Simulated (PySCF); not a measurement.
Spectroscopy problems

[PySCF: J: B3LYP/pcJ-1 (spin–dipole term left out of most H,H and C,H couplings); geometry from GFN2-xTB; shieldings: GIAO PBE0/pcSseg-1; fast rotation and ring inversion assumed for equivalent nuclei; no solvent model; one computed conformer; non-relativistic]

δ = σ(ref) − σ, references computed at the same level: TMS for ¹H, ¹³C. Multiplet labels drop J under 1 Hz and among equivalent protons, and merge close values. Unscaled 3J(H,H) run several per cent high. Where no couplings were computed, multiplicities follow the n + 1 count of equivalent neighbours, and m marks all less simple cases (inequivalent or close neighbours, rings, F or P nearby). Shifts are as computed. Against solution values, carbons near 30 ppm lie about +3 ppm off and those near 130 ppm about +5 ppm (rms about the fit 2.1 ppm; single classes can miss by 10 ppm). Of 1328 compounds with measured shifts, 309 miss one by over three times the rms of a fit or turn the order of signals round; such compounds aren't used in these exercises. Signals without a measured value on file couldn't be tested in this way; 1H shifts scatter by 0.2 ppm about their fit, and single ones miss by 0.5 ppm.

Task: C₆H₈. ¹H NMR (400 MHz, computed): δ 5.21 (s, 2H), 2.08 (s, 6H). ¹³C{¹H} NMR (computed): δ 181.8, 171.4, 128.1, 92.9, 27.8. Give a structure.

Result: SMILES C(=C=C)=C(C)C. The formula gives 3 degrees of unsaturation (no ring in the answer). 5 carbon signals for 6 carbons: some carbons are equivalent by symmetry or fast rotation. Carbon types of the structure: 3 × C, 1 × CH2, 2 × CH3, which accounts for all hydrogens. δC 181.8, 171.4: central carbon of an allene. δC 128.1, 92.9: terminal carbon of a cumulated C=C=C unit. δC 27.8: allylic methyl carbon; a saturated carbon with 1 carbon neighbour and no heteroatom attached. δH 2.08: hydrogen on an allylic methyl carbon; allylic position.

The data come from this structure; uniqueness wasn't tested.

Task: C₆H₁₀. ¹H NMR (400 MHz, computed): δ 6.63 (dd, J = 18.2, 12.5 Hz, 1H), 5.14 (d, J = 12.5 Hz, 1H), 4.76 (d, J = 18.2 Hz, 1H), 1.21 (s, 3H), 0.67 (m, 2H), 0.66 (m, 2H). ¹³C{¹H} NMR (computed): δ 155.3 (CH), 113.6 (CH2), 27.1 (CH3), 24.1 (CH2), 17.4 (C). Give a structure.

Result: SMILES C=CC1(C)CC1. Rings plus π bonds: 2 (1 ring in the answer). 5 carbon signals for 6 carbons: some carbons are equivalent by symmetry or fast rotation. Carbon types of the structure: 1 × C, 1 × CH, 3 × CH2, 1 × CH3, which accounts for all hydrogens. δC 155.3: alkene CH; as expected for a trigonal carbon in a double bond. δC 113.6: terminal =CH2 carbon; the olefinic region. δH 6.63: hydrogen on an alkene CH; olefinic region. δH 5.14, 4.76: hydrogen on a terminal =CH2 carbon; attached to an sp2 carbon and in the plane of the double bond. The protons at 4.76 and 6.63 share a coupling of 18.2 Hz (vicinal, trans across C=C). The protons at 5.14 and 6.63 share a coupling of 12.5 Hz (vicinal, cis across C=C).

The data come from this structure; uniqueness wasn't tested.

Task: C₆H₈. ¹H NMR (600 MHz, computed): δ 6.67 (m, 2H), 6.66 (m, 2H), 3.18 (m, 1H), 1.17 (d, 3H). ¹³C{¹H} NMR (computed): δ 149.9, 138.1, 52.9, 15.9. Give a structure.

Result: 5-methyl-1,3-cyclopentadiene (CC1C=CC=C1). The formula gives 3 degrees of unsaturation (1 ring in the answer). 4 carbon signals for 6 carbons: some carbons are equivalent by symmetry or fast rotation. Carbon types of the structure: 5 × CH, 1 × CH3, which accounts for all hydrogens. δC 149.9, 138.1: alkene CH; the olefinic region. δC 52.9: allylic sp3 CH; saturated and bonded to C and H only. δC 15.9: methyl carbon; saturated and bonded to C and H only. δH 6.67, 6.66: hydrogen on an alkene CH; olefinic region.

This is the structure that produced the data.
